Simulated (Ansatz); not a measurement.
# BNH (quartet): the correlation ladder, cc-pVTZ

One table from this session's results is given with a row withheld; the runs are named, their logs left out.

The runs use Ansatz 0.2.0, Gaussian basis; cc-pVTZ, core rule «outside noble gas», up to 2 orbitals frozen.

To be run: UHF; CCSD(T) on ROHF; CCSD(T) on UHF; BCCD(T) on ROHF; CCSDT(Q) on ROHF; CCSDT(Q) on UHF; CASSCF and MRCISD+Q, 9 electrons in 9 orbitals; CASSCF and NEVPT4(SD), 9 electrons in 9 orbitals; CASSCF and NEVPT2, 9 electrons in 9 orbitals.

5 further runs of the same task are left out: 5 set aside as unsound or not needed.

## The system

The geometry is a PBE0/def2-TZVP stationary point (not a proven minimum).

3 atoms, charge 0, spin multiplicity 4.

Atoms are counted from 1 here; the program's logs count them from 0.

Bond lengths: B1–N2 1.503 Å, B1–H3 1.206 Å. Angles: N2–B1–H3 117.0°.

Set-up of the first run:

Contents of in.yaml:

```yaml
crystal:
  periodic: [false, false, false]
  atoms:
    - {symbol: B, position_ang: [0.000000, -0.185227, 0.772970]}
    - {symbol: N, position_ang: [0.000000, 0.087426, -0.705019]}
    - {symbol: H, position_ang: [0.000000, 0.771807, 1.506451]}
basis:
  gaussian: {orbitals: cc-pVTZ}
magnetization: {spin_polarized: true, initial_magnetization: 3}
hamiltonian: {xc: hf}
output: {orbitals: {seedname: orbitals}}
```

Launch:

```console
> ansatz run in.yaml --threads 1 --pin off --events-out ev --progress --plain --max-ram 2816MiB --backend cpu
```

Steps of the session up to this table: UHF; CCSD(T) on ROHF; CCSD(T) on UHF; BCCD(T) on ROHF; CCSDT(Q) on ROHF; CCSDT(Q) on UHF; CASSCF and MRCISD+Q, 9 electrons in 9 orbitals; CASSCF and NEVPT4(SD), 9 electrons in 9 orbitals; CASSCF and NEVPT2, 9 electrons in 9 orbitals.

One of the session's tables, all rows but one given; the rest of the session is left out.

| method | from UCCSDT(Q) (kcal/mol) |
| --- | --- |
| ROHF | +148.90 |
| UHF | +144.71 |
| RMP2 | +23.13 |
| UMP2 | +23.60 |
| RCCSD | +5.39 |
| UCCSD | +5.26 |
| RCCSD(T) | +0.87 |
| UCCSD(T) | +0.83 |
| BCCD(T) | +0.87 |
| RCCSDT | ? |
| UCCSDT | +0.16 |
| RCCSDT(Q) | +0.07 |
| UCCSDT(Q) | 0 |
| CASSCF valence | +114.12 |
| NEVPT2 valence | +22.47 |
| NEVPT4(SD) valence | +3.10 |
| MRCISD valence | +7.37 |
| MRCISD+Q valence | +1.22 |

Estimate the missing values for RCCSDT.

As computed: from UCCSDT(Q) (kcal/mol): +0.21. In the column «from UCCSDT(Q) (kcal/mol)» it lies between UCCSDT (+0.16) and UCCSD(T) (+0.83).

Limits of these values: Restricted and unrestricted rows rest on different reference determinants; where their highest levels disagree by more than a few hundredths of an eV, they describe different states and don't form one ladder.
